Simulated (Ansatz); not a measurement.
Molecule (SMILES): Cl[Si](Cl)(Cl)Cl.
Atoms: Si1, Cl2, Cl3, Cl4, Cl5. Bonds: Si1-Cl2, Si1-Cl3, Si1-Cl4, Si1-Cl5.

Basis-set convergence of the highest harmonic wavenumber at PBE with Ansatz (a first-principles code). Each level at its own minimum, finite differences of forces, unscaled; the reference is a large set that could be run, not a limit. All functions are spherical. The program fits the integrals of some runs and decomposes those of others, by size. No added dispersion term, no relativity. Reference: the value in aug-pcseg-3, 592 cm⁻¹.

| basis | functions | highest harmonic wavenumber (cm⁻¹) |
|---|---|---|
| STO-3G | 45 | … |
| def2-SVP | 90 | … |
| aug-cc-pV(D+d)Z | 160 | 588 |
| 6-311++G(2d,2p) | 175 | 586 |
| def2-TZVPD | 227 | 593 |
| aug-pcseg-2 | 250 | 592 |
| cc-pV(Q+d)Z | 320 | 592 |
| def2-QZVPPD | 392 | 592 |
| aug-pcseg-3 | 445 | 592 |

What belongs in the gaps?


- STO-3G, highest harmonic wavenumber (cm⁻¹): 639
- def2-SVP, highest harmonic wavenumber (cm⁻¹): 613
